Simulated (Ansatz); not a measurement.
**One shape, several levels: [BH4]− (borohydride)**

Wanted: a comparison of 6 runs (B2PLYP/6-31G, PBE/6-31G, PBE0/3-21G, wB97X/3-21G, RPA@PBE/3-21G, UCCSD(T)/3-21G) of [BH4]− (borohydride). 

The calculation is run with Ansatz 0.2.0.

5 further runs of the same task are left out: 4 that didn't finish, 1 set aside as unsound or not needed.

## Step 1: The structure to begin with

[BH4]−: 5 atoms, total charge -1, spin state singlet. As SMILES, `[BH4-]`. The H2–B1 distance was set to 2.456 Å, away from the relaxed value. At this shape a bond of the SMILES string is far longer than usual.

Bond lengths: B1–H3 1.229 Å, B1–H4 1.229 Å, B1–H5 1.229 Å. Angles: H3–B1–H4 109.5°, H3–B1–H5 109.4°, H4–B1–H5 109.5°.

## Step 2: The energy at B2PLYP/6-31G (run 1)

The input, molecule.yaml:

```yaml
crystal:
  periodic: [false, false, false]
  atoms:
    - {symbol: B, position_ang: [-0.683447, -0.996651, -0.217906]}
    - {symbol: H, position_ang: [0.683660, 0.997010, 0.217690]}
    - {symbol: H, position_ang: [0.042793, -1.985311, -0.284866]}
    - {symbol: H, position_ang: [-1.283957, -0.857121, -1.281156]}
    - {symbol: H, position_ang: [-1.493237, -1.145201, 0.695054]}
basis:
  gaussian: {orbitals: 6-31G}
total_charge: -1
magnetization: {spin_polarized: false}
hamiltonian: {xc: {name: B2PLYP}}
correlation: {frozen_orbitals: {B: 1, H: 0}}
accuracy: high
```

Run with:

```
ansatz run molecule.yaml --threads 1 --pin off --max-ram 2610MiB --events-out events.jsonl --progress --plain --runs-dir runs
```

Standard output:

```text
Warning: RAYON_NUM_THREADS=1 ignored (pool sized by the plan → 1); use --threads N
Functional definition: B2PLYP
  name "B2PLYP"
  parameter a = 0.53
  parameter c = 0.27
  exchange = (1 - a)*b88_x + a*exact_x
  correlation = (1 - c)*lyp_c + c*(mp2_os + mp2_ss)
410 factors; integrals over basis functions are off by at most 3.0e-9 eV
mean field evaluation 1: about -734.5743 eV, gradient 1.3e1 eV
mean field evaluation 2: about -734.5673 eV, gradient 1.3e1 eV
mean field evaluation 4: about -735.6239 eV, gradient 1.0e0 eV
mean field evaluation 8: about -735.6288 eV, gradient 1.4e-3 eV
mean field evaluation 16: about -735.6288 eV, gradient 1.5e-8 eV
mean field -735.62881356 eV, -27.0338602711 hartree, gradient 1.5e-8 eV, S^2 0.000000; 0 other end points of the search recorded, 0 dependent functions left out; unrestricted orbitals would lower it
1 core orbitals not correlated: weight in the atoms' cores, before any rotation towards them, 1.000 or more for the frozen orbitals, at most 0.000 for the correlated occupied ones
reference -735.62883176 eV, -27.0338609400 hartree; 4, 4 occupied and 12, 12 virtual orbitals, 410 factors
second order -2.84843477 eV of doubles, -0.00000000 eV of singles
Total energy: -736.39790915 eV, -27.0621240128 hartree
```

Wall time 1.2 s (1 thread of Intel Xeon Platinum 8259CL at 2.50GHz (Skylake/Cascade Lake), shared host); peak memory 0.1 GiB.

## Step 3: The energy at PBE/6-31G (run 2)

The input, input.yaml:

```yaml
crystal:
  periodic: [false, false, false]
  atoms:
    - {symbol: B, position_ang: [-0.683447, -0.996651, -0.217906]}
    - {symbol: H, position_ang: [0.683660, 0.997010, 0.217690]}
    - {symbol: H, position_ang: [0.042793, -1.985311, -0.284866]}
    - {symbol: H, position_ang: [-1.283957, -0.857121, -1.281156]}
    - {symbol: H, position_ang: [-1.493237, -1.145201, 0.695054]}
basis:
  gaussian:
    orbitals: 6-31G
total_charge: -1
hamiltonian:
  xc: pbe
accuracy: high
```

Run with:

```
ansatz run input.yaml --threads 1 --pin off --max-ram 2610MiB --events-out events.jsonl --progress --plain --runs-dir runs
```

Standard output:

```text
Warning: RAYON_NUM_THREADS=1 ignored (pool sized by the plan → 1); use --threads N
Functional definition: PBE
  name "PBE"
  parameter kappa = 0.804
  parameter beta = 0.06672455060314922
  exchange = pbe_x(kappa = kappa, mu = beta*pi^2/3)
  correlation = pbe_c(beta = beta)
410 factors; integrals over basis functions are off by at most 3.0e-9 eV
mean field evaluation 1: about -735.4681 eV, gradient 1.4e1 eV
mean field evaluation 2: about -725.5955 eV, gradient 3.9e1 eV
mean field evaluation 4: about -736.7487 eV, gradient 1.4e0 eV
mean field evaluation 8: about -736.7522 eV, gradient 2.9e-2 eV
mean field evaluation 16: about -736.7522 eV, gradient 2.5e-8 eV
mean field -736.75216290 eV, -27.0751425980 hartree, gradient 2.3e-8 eV, S^2 0.000000; 0 other end points of the search recorded, 0 dependent functions left out
reference -736.75216493 eV, -27.0751426725 hartree; 5, 5 occupied and 12, 12 virtual orbitals, 410 factors
Total energy: -736.75216493 eV, -27.0751426725 hartree
```

Run time: 0.69 s. Hardware: 1 thread of Intel Xeon Platinum 8259CL at 2.50GHz (Skylake/Cascade Lake), shared host; peak memory 0.1 GiB.

Runs 3 to 5 aren't shown in full; the table further down has their settings and results.

## Step 4: The energy at UCCSD(T)/3-21G (run 6)

The input, in.yaml:

```yaml
crystal:
  periodic: [false, false, false]
  atoms:
    - symbol: B
      position_ang: [-0.683447, -0.996651, -0.217906]
    - symbol: H
      position_ang: [0.683660, 0.997010, 0.217690]
    - symbol: H
      position_ang: [0.042793, -1.985311, -0.284866]
    - symbol: H
      position_ang: [-1.283957, -0.857121, -1.281156]
    - symbol: H
      position_ang: [-1.493237, -1.145201, 0.695054]
basis:
  gaussian:
    orbitals: 3-21G.json
total_charge: -1
magnetization:
  spin_polarized: true
correlation:
  method: ccsd_t
  frozen_orbitals: {B: 1, H: 0}
accuracy: high
scf:
  omitted_lower_state_checks: [cluster_reference, increment]
```

The basis set 3-21G is read from a file made from the Basis Set Exchange's data (not shown).

Run with:

```
ansatz run in.yaml --threads 1 --pin off --max-ram 2610MiB --events-out events.jsonl --progress --plain --runs-dir runs
```

Standard output (excerpt; [...] marks lines left out):

```text
Warning: RAYON_NUM_THREADS=1 ignored (pool sized by the plan → 1); use --threads N
Functional definition: HF
  name "HF"
[...]
337 factors; integrals over basis functions are off by at most 4.1e-9 eV
[...]
mean field -726.80911958 eV, -26.7097424958 hartree, gradient 2.5e-8 eV, S^2 0.413320; 3 other end points of the search recorded, 0 dependent functions left out
1 core orbitals not correlated: weight in the atoms' cores, before any rotation towards them, 1.000 or more for the frozen orbitals, at most 0.000 for the correlated occupied ones
reference -726.80911958 eV, -26.7097424958 hartree; 4, 4 occupied and 12, 12 virtual orbitals, 337 factors
second order -1.87056207 eV of doubles, -0.00000000 eV of singles
cycle   1  -2.27433435 eV  change   -4.0e-1 eV  update   6.3e-2
[...]
cycle  23  -2.81673484 eV  change   4.0e-10 eV  update  1.7e-10
perturbative correction -0.07377713 eV, -0.0027112595 hartree
Total energy: -729.69963155 eV, -26.8159668513 hartree
Checks for a lower state left out: cluster_reference, increment
```

Run time: 0.32 s. Hardware: 1 thread of Intel Xeon Platinum 8259CL at 2.50GHz (Skylake/Cascade Lake), shared host.

## Step 5: The series

```tsv
run	level	frozen core orbitals	energy (Eh)	wall time
1	B2PLYP/6-31G	1	-27.062124	1.2 s
2	PBE/6-31G	–	-27.075143	0.69 s
3	PBE0/3-21G	–	-26.935890	0.73 s
4	wB97X/3-21G	–	-26.967881	3.3 s
5	RPA@PBE/3-21G	1	-26.876912	1.2 s
6	UCCSD(T)/3-21G	1	-26.815967	0.32 s
```

## Step 6: Results

| quantity | value |
| --- | --- |
| run 6: total energy | -26.81597 Eh |
| run 6: correlation energy (1 core orbital frozen) | -106.2 mEh |
| run 6: (T) correction | -2.71 mEh |
| run 6: ⟨S²⟩ of the reference determinant | 0.413 |
| run 6: T1 diagnostic | 0.085 |

**Reading.** Totals of different functionals can't be ranked against each other. In run 1 the log says that unrestricted orbitals would lower the reference, so the values rest on an unstable closed-shell determinant (other closed-shell runs at this shape may share the fault). Spin contamination of the reference: run 6 ⟨S²⟩ = 0.41. All runs together took 7.5 s, the longest 3.3 s.
